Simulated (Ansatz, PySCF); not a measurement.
hydrogen chloride (ClH), SMILES Cl. Atoms are numbered in the order given.

```xyz
2

Cl     0.0000     0.0000    -0.0720
H      0.0000     0.0000     1.2073
```
Charge 0, spin multiplicity 1.

Geometry optimised at PBE0-D3(BJ)/def2-TZVPD.

Two levels are set side by side: PBE-D3(BJ)/def2-TZVPD (Ansatz, a first-principles code) and PBE0-D3(BJ)/def2-TZVPD (Ansatz). Each level has its own optimised geometry; the coordinates shown are those of the second. Frequencies come from the Hessian of PySCF at each geometry. Differences are taken from unrounded values.

| quantity | PBE0-D3(BJ) | PBE-D3(BJ) | PBE-D3(BJ) minus PBE0-D3(BJ) |
|---|---|---|---|
| bond Cl1–H2 (Å) | 1.279 | 1.290 | 0.011 |
| highest harmonic wavenumber (cm⁻¹) | 2996 | 2894 | -102 |
| mean harmonic wavenumber (cm⁻¹) | 2996 | 2894 | -102 |
| zero-point energy (kcal/mol) | 4.28 | 4.14 | -0.15 |
